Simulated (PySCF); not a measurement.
## AsH⁺, quartet: vertical spin and charge gaps

Geometry (PBE0/def2-TZVP stationary point for this spin):

```csv
atom,x (Å),y (Å),z (Å)
As,0.0000,0.0000,0.0000
H,0.0000,0.0000,1.6414
```

Basis cc-pVTZ; PySCF 2.14.0. Only valence electrons are correlated (noble-gas cores and the filled d shells of p-block atoms frozen). R marks a restricted (for open shells ROHF) determinant. No spin–orbit coupling is included, and no scalar relativity.

Gaps are energies of the second state less the first, at fixed atoms, for a selection of the levels run; mean-field and cluster levels share one orbital occupation for each state, and full CI takes the lowest of the symmetries tried.

Question: PBE gives -1.734 eV for doublet less quartet. Estimate what RCCSDT gives in cc-pVTZ.

Answer: RCCSDT in cc-pVTZ gives -1.651 eV, so against it PBE is off by -0.083 eV, of which a good part can be the reference's own basis and frozen-core error.

```csv
level,gap (eV),error (meV)
RHF,-1.094,557
RMP2,-1.481,170
RCCSD,-1.652,-1
RCCSD(T),-1.651,0
r2SCAN,-1.514,137
PBE0,-1.647,4
B3LYP,-1.895,-244
wB97M-V,-1.831,-180
B2PLYP,-1.771,-120
```

Functionals correlate the shells that the reference freezes, so part of their error here is the reference's.

Full CI isn't at hand for all of this; RCCSDT serves as the reference. It lacks quadruple excitations.
